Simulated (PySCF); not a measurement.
## 1,4-dichlorobutane: 4 charge schemes on one density

1,4-dichlorobutane, C4H8Cl2.
Z-matrix (Å and degrees, PBE0-D3(BJ)/def2-SVP geometry), rows numbered from 1:
```
Cl
C   1  1.7951
C   2  1.5137  1  112.46
C   3  1.5242  2  115.10  1    55.54
C   4  1.5134  3  115.09  2    49.45
Cl  5  1.7960  4  112.50  3    55.64
H   2  1.0990  1  106.75  3   122.44
H   2  1.0979  1  106.66  3  -122.15
H   3  1.1016  2  109.60  1   -67.78
H   3  1.1034  2  106.57  1   176.96
H   4  1.1035  3  109.20  2   -70.18
H   4  1.1013  3  109.04  2   173.25
H   5  1.0989  4  111.41  3   -64.20
H   5  1.0980  4  111.16  3   175.09
```

Density: PBE0/pcSseg-1 (PySCF); schemes: Mulliken, IAO, Hirshfeld and ESP-fitted. The structure is a single PBE0-D3(BJ)/def2-SVP conformer in the gas phase; no vibrational or solvent corrections.

Question: What partial charge does each atom carry?

Answer: In e; atoms taken as equivalent share a row and are averaged (×n: the atom named and its like, n in all):

```csv
atom,environment,Mulliken,IAO,Hirshfeld,ESP-fitted
Cl1/Cl6,alkyl chlorine,-0.171,-0.132,-0.071,-0.159
C2/C5,sp3 C–Cl carbon,-0.224,-0.231,-0.029,-0.222
C3/C4,chain CH2 carbon,-0.232,-0.257,-0.075,-0.071
H7/H8/H13/H14,methylene hydrogen,+0.170,+0.162,+0.046,+0.149
H9/H10/H11/H12,methylene hydrogen,+0.144,+0.148,+0.041,+0.077
```

Mean size of the charges over all atoms: Mulliken 0.179 e, IAO 0.177 e, ESP-fitted 0.129 e, Hirshfeld 0.050 e. Each set sums to the total charge, 0, to within 0.001 e. The Hirshfeld scheme divides the density at each point in proportion to the densities of the neutral, spherically averaged free atoms.

Lowest charge. The schemes don't all agree: Mulliken C3/C4 (-0.232); IAO C3/C4 (-0.257); Hirshfeld C3/C4 (-0.075); ESP-fitted C2/C5 (-0.222).

Highest charge. All schemes agree: Mulliken H7/H8/H13/H14 (+0.170); IAO H7/H8/H13/H14 (+0.162); Hirshfeld H7/H8/H13/H14 (+0.046); ESP-fitted H7/H8/H13/H14 (+0.149).

Question: How closely do the schemes follow one another over all atoms?

Answer: Correlation coefficient and root-mean-square difference: Mulliken with IAO 0.99, 0.019 e; Mulliken with Hirshfeld 0.95, 0.134 e; Mulliken with ESP-fitted 0.93, 0.072 e; IAO with Hirshfeld 0.93, 0.135 e; IAO with ESP-fitted 0.91, 0.081 e; Hirshfeld with ESP-fitted 0.84, 0.099 e.

Question: Sum the charges by element.

Answer: 
| element | atoms | Mulliken | IAO | Hirshfeld | ESP-fitted |
| --- | --- | --- | --- | --- | --- |
| Cl | 2 | -0.342 | -0.264 | -0.141 | -0.317 |
| C | 4 | -0.913 | -0.976 | -0.207 | -0.584 |
| H | 8 | +1.254 | +1.240 | +0.349 | +0.902 |
